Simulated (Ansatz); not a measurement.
**CH5B (BH2Me): CCSDT(Q)/STO-3G**

Aim: the energy change on altering one bond length of CH5B (BH2Me) at CCSDT(Q)/STO-3G, from 2 runs. 

Program for the calculation: Ansatz 0.2.0.

53 further runs of the same task are left out: 53 set aside as unsound or not needed.

## Step 1: The molecule

The species is CH5B (7 atoms), meant as a singlet with charge 0. As SMILES, `[H]B([H])C`. The coordinates come from a GFN2-xTB relaxation.

Bond lengths: B1–C4 1.565 Å, B1–H2 1.170 Å, B1–H3 1.170 Å, C4–H5 1.093 Å, C4–H6 1.087 Å, C4–H7 1.088 Å. Angles: B1–C4–H5 107.0°, B1–C4–H6 114.5°, B1–C4–H7 113.9°, H2–B1–C4 120.0°, H3–B1–C4 120.6°, H5–C4–H6 106.4°, H5–C4–H7 105.8°, H6–C4–H7 108.6°, H2–B1–H3 119.4°.

## Step 2: The energy at CCSDT(Q)/STO-3G

run.yaml reads:

```yaml
crystal:
  periodic: [false, false, false]
  atoms:
    - symbol: B
      position_ang: [0.444840, 0.781100, 0.006260]
    - symbol: H
      position_ang: [1.614940, 0.782320, 0.008990]
    - symbol: H
      position_ang: [-0.129680, 1.798100, -0.061390]
    - symbol: C
      position_ang: [-0.337160, -0.573970, 0.039720]
    - symbol: H
      position_ang: [-0.405600, -0.929380, -0.991140]
    - symbol: H
      position_ang: [-1.358290, -0.496260, 0.405500]
    - symbol: H
      position_ang: [0.170950, -1.361910, 0.592050]
basis:
  gaussian: {orbitals: STO-3G}
correlation: {method: ccsdt_q, frozen_orbitals: {B: 1, C: 1, H: 0}}
accuracy: high
scf: {omitted_lower_state_checks: [cluster_reference, increment]}
```

Run with:

```console
$ ansatz run run.yaml --threads 1 --pin off --max-ram 2610MiB --events-out events.jsonl --progress --plain --runs-dir runs
```

The log of the run, cut to the lines that bear on the results:

```text
Warning: RAYON_NUM_THREADS=1 ignored (pool sized by the plan → 1); use --threads N
Functional definition: HF
  name "HF"
[...]
253 factors; integrals over basis functions are off by at most 1.4e-8 eV
[...]
mean field -1759.69033241 eV, -64.6674269550 hartree, gradient 6.6e-9 eV, S^2 0.000000; 0 other end points of the search recorded, 0 dependent functions left out
2 core orbitals not correlated: weight in the atoms' cores, before any rotation towards them, 1.000 or more for the frozen orbitals, at most 0.000 for the correlated occupied ones
reference -1759.69033241 eV, -64.6674269550 hartree; 6, 6 occupied and 7, 7 virtual orbitals, 253 factors
second order -2.31552090 eV of doubles, -0.00000000 eV of singles
cycle   1  -2.88908202 eV  change   -5.7e-1 eV  update   5.4e-2
[...]
cycle  18  -3.19425368 eV  change   6.3e-11 eV  update  9.5e-10
perturbative correction -0.00150792 eV, -0.0000554149 hartree
Total energy: -1762.88609401 eV, -64.7848690276 hartree
Checks for a lower state left out: cluster_reference, increment
```

It took 0.18 s on 1 thread of Arm Neoverse V2, shared host.

## Step 3: The distorted shape

molecule.yaml reads:

```yaml
crystal:
  periodic: [false, false, false]
  atoms:
    - {symbol: B, position_ang: [0.152345, 0.780795, 0.005578]}
    - {symbol: H, position_ang: [1.614940, 0.782320, 0.008990]}
    - {symbol: H, position_ang: [-0.422175, 1.797795, -0.062072]}
    - {symbol: C, position_ang: [-0.629655, -0.574275, 0.039038]}
    - {symbol: H, position_ang: [-0.698095, -0.929685, -0.991822]}
    - {symbol: H, position_ang: [-1.650785, -0.496565, 0.404818]}
    - {symbol: H, position_ang: [-0.121545, -1.362215, 0.591368]}
basis:
  gaussian:
    orbitals: STO-3G
correlation:
  method: ccsdt_q
  frozen_orbitals: {B: 1, C: 1, H: 0}
accuracy: high
scf:
  omitted_lower_state_checks: [cluster_reference, increment]
```

Run with:

```console
$ ansatz run molecule.yaml --threads 1 --pin off --max-ram 2610MiB --events-out events.jsonl --progress --plain --runs-dir runs
```

The log of the run, cut to the lines that bear on the results:

```text
Warning: RAYON_NUM_THREADS=1 ignored (pool sized by the plan → 1); use --threads N
Functional definition: HF
  name "HF"
[...]
253 factors; integrals over basis functions are off by at most 1.0e-8 eV
[...]
mean field -1758.58710191 eV, -64.6268839821 hartree, gradient 5.6e-9 eV, S^2 0.000000; 0 other end points of the search recorded, 0 dependent functions left out
2 core orbitals not correlated: weight in the atoms' cores, before any rotation towards them, 1.000 or more for the frozen orbitals, at most 0.000 for the correlated occupied ones
reference -1758.58710191 eV, -64.6268839821 hartree; 6, 6 occupied and 7, 7 virtual orbitals, 253 factors
second order -2.49772575 eV of doubles, -0.00000000 eV of singles
cycle   1  -3.13988167 eV  change   -6.4e-1 eV  update   6.1e-2
[...]
cycle  21  -3.50345448 eV  change  -3.0e-11 eV  update  5.7e-10
perturbative correction -0.00161356 eV, -0.0000592971 hartree
Total energy: -1762.09216995 eV, -64.7556928568 hartree
Checks for a lower state left out: cluster_reference, increment
```

Wall time 0.2 s (1 thread of Arm Neoverse V2, shared host).

## Step 4: Results

At CCSDT(Q)/STO-3G, 2 core orbitals frozen:

```
                                                         quantity         value
                                        first shape: total energy  -64.78487 Eh
         first shape: correlation energy (2 core orbitals frozen)    -117.4 mEh
                                       first shape: T1 diagnostic         0.004
                                    distorted shape: total energy  -64.75569 Eh
     distorted shape: correlation energy (2 core orbitals frozen)    -128.8 mEh
                                   distorted shape: T1 diagnostic         0.004
energy change with the B1–H2 bond stretched from 1.170 to 1.463 Å      0.794 eV
```

With the B1–H2 bond stretched from 1.170 to 1.463 Å the energy rises by 0.79 eV (18.3 kcal/mol). The first shape isn't relaxed at this level, so the change isn't measured from a minimum. The minimal basis adds a large error of its own.
